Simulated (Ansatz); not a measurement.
**fcc Ni**

All values below come from r²SCAN (plane waves, PAW; Ansatz, an electronic-structure program).

Settings: plane-wave cutoff 500 eV, 16×22×1 k mesh (along the axes of the cell as run), Fermi–Dirac smearing 0.1 eV, scalar-relativistic PAW data made under PBE.

Cell: relaxed at this level.

| Quantity | Value |
|---|---|
| surface energy of the (110) face | 2.57 J/m² |
| work function of the (110) face | 4.40 eV |

The slab of 12 atoms is relaxed and unreconstructed.

The computed numbers hold no vibrational or temperature effects.

Computing time: roughly 2.6 core-hours.
